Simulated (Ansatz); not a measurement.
**CH₄MgSi (SMILES [MgH][CH]=[SiH2]): single points off equilibrium**

The task here is to estimate one member of a computed series from the others.

The runs use Ansatz 0.2.0, Gaussian basis; single points in def2-TZVPP.

Correlated methods freeze the cores. The outer core shell of Li, Na, Mg and K is correlated.

## Starting geometry

SMILES `[MgH][CH]=[SiH2]`, 7 atoms, charge 0, spin multiplicity 1.

Atoms are counted from 1 here; the program's logs count them from 0.

Bond lengths: Mg1–C2 2.084 Å, Mg1–H4 1.703 Å, C2–Si3 1.677 Å, C2–H5 1.093 Å, Si3–H6 1.450 Å, Si3–H7 1.470 Å. Angles: C2–Mg1–H4 167.8°, Mg1–C2–Si3 121.4°, Mg1–C2–H5 117.3°, Si3–C2–H5 121.3°, C2–Si3–H6 122.4°, C2–Si3–H7 133.4°, H6–Si3–H7 104.2°.

Geometry (Å):

```mol
CH4MgSi
  3D, bonds by distance, orders not assigned

  7  6  0  0  0  0  0  0  0  0999 V2000
   -1.6517   -0.2783   -1.0345 Mg  0  0
    0.2353   -0.7359   -0.2771 C   0  0
    1.0438    0.3156    0.7497 Si  0  0
   -3.1143    0.4310   -1.5418 H   0  0
    0.6813   -1.6857   -0.5821 H   0  0
    0.5092    1.6144    1.1111 H   0  0
    2.3278    0.2432    1.4612 H   0  0
  1  2  8  0
  1  4  8  0
  2  3  8  0
  2  5  8  0
  3  6  8  0
  3  7  8  0
M  END
```

Set-up of the first run:

run/in.yaml

```yaml
crystal:
  periodic: [false, false, false]
  atoms:
    - {symbol: Mg, position_ang: [-1.651700, -0.278300, -1.034500]}
    - {symbol: C, position_ang: [0.235300, -0.735900, -0.277100]}
    - {symbol: Si, position_ang: [1.043800, 0.315600, 0.749700]}
    - {symbol: H, position_ang: [-3.114300, 0.431000, -1.541800]}
    - {symbol: H, position_ang: [0.681300, -1.685700, -0.582100]}
    - {symbol: H, position_ang: [0.509200, 1.614400, 1.111100]}
    - {symbol: H, position_ang: [2.327800, 0.243200, 1.461200]}
basis:
  gaussian: {orbitals: def2-TZVPP}
correlation: {method: ccsd_t}
output: {forces: true}
```

No record of the launch command was kept for these runs.

Steps of the session up to this table: CCSD(T)/def2-TZVPP; PBE0-D4/def2-TZVPP; wB97M-V/def2-TZVPP; r2SCAN-D4/def2-TZVPP; PBE-D4/def2-TZVPP; BLYP-D4/def2-TZVPP; HSE06-D4/def2-TZVPP.

One of the session's tables, all rows but one given; the rest of the session is left out.

```
   method  RMS force component (eV/Å)  angle to CCSD(T) forces (°)  dipole (D)
  CCSD(T)                       0.471                    reference        1.09
  PBE0-D4                       0.365                         18.2        1.02
  wB97M-V                       0.311                         17.4        1.03
r2SCAN-D4                       0.387                         14.0        1.07
   PBE-D4                           ?                            ?           ?
  BLYP-D4                       0.441                          8.0        1.02
 HSE06-D4                       0.368                         17.5        1.02
```

Q: Estimate the row for PBE-D4 from the others.

The run gave: RMS force component (eV/Å): 0.441; angle to CCSD(T) forces (°): 16.4; dipole (D): 1.01.
